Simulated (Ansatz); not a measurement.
A nudged elastic band was laid between two geometries of CH5SSi (8 atoms, charge 0, multiplicity 2).

These are results of UKS PBE/6-31G* (Ansatz 0.2.0), not measurements.

| Quantity | Value |
| --- | --- |
| movable images | 9 |
| climbing image | yes |
| spring | 5.0 eV/Å² |
| optimiser | quadratic models (default) |
| start path | through a guess of the saddle point |
| force threshold | 0.03 eV/Å |
| iteration limit | 39 |
| end points | relaxed |

Initial state:

```xyz
8
Properties=species:S:1:pos:R:3
Si -0.560 0.583 -1.040
C 0.666 0.136 0.354
S 0.947 -1.678 0.513
H -1.837 -0.195 -0.861
H -0.867 2.060 -1.045
H 0.352 0.567 1.322
H 1.658 0.559 0.123
H -0.361 -2.032 0.636
```

Final state:

```xyz
8
Properties=species:S:1:pos:R:3
Si -0.600 0.962 -0.784
C 0.779 0.186 0.284
S 0.465 -1.621 0.504
H -0.660 0.263 -2.115
H -1.921 0.775 -0.078
H 0.905 0.684 1.259
H 1.745 0.247 -0.244
H -0.713 -1.494 1.174
```

Task: What changes between the two ends?

Result: No bond is made or broken. The dihedral H5–Si1–C2–H7 goes from -69 to 176°.

Task: Give the energies along the band, and the barrier.

Result: The forces met the threshold. The highest image is number 3 of 0 to 10, 0.021 eV above the first end and 0.115 eV above the last; the last end lies 0.094 eV below the first. A vibrational analysis at the climbing image gives one clearly imaginary mode, 136i cm⁻¹: a first-order saddle point.

```tsv
image	path coordinate (Å)	energy (eV)	dihedral H5–Si1–C2–H7 (°)
0	0.00	0.000	-69
1	0.37	0.005	-82
2	0.73	0.015	-95
3	1.10	0.021	-108
4	1.40	0.017	-119
5	1.70	0.003	-130
6	2.00	-0.018	-141
7	2.30	-0.043	-152
8	2.60	-0.068	-163
9	2.90	-0.087	-174
10	3.20	-0.094	176
```

Task: What is the geometry of the highest image?

Result: 
```xyz
8
Properties=species:S:1:pos:R:3:forces:R:3
Si -0.514 0.725 -1.035 0.00 0.00 0.00
C 0.740 0.141 0.298 0.00 0.00 0.00
S 0.765 -1.674 0.591 0.00 0.01 0.00
H -1.483 -0.372 -1.379 0.00 0.00 0.00
H -1.280 1.930 -0.545 0.00 0.00 0.00
H 0.565 0.688 1.241 0.00 0.00 0.00
H 1.770 0.381 -0.017 0.00 0.00 0.00
H -0.564 -1.820 0.846 0.00 0.00 0.00
```

Task: What are the harmonic wavenumbers there?

Result: 136i, 208, 222, 528, 550, 667, 708, 748, 881, 908, 1108, 1171, 1416, 2126, 2168, 2609, 2997, 3058 cm⁻¹.

Run time: 2.9 min on 1 thread of Intel(R) Xeon(R) Platinum 8259CL CPU @ 2.50GHz (Skylake/Cascade Lake), on a shared host, peak memory 0.15 GiB.
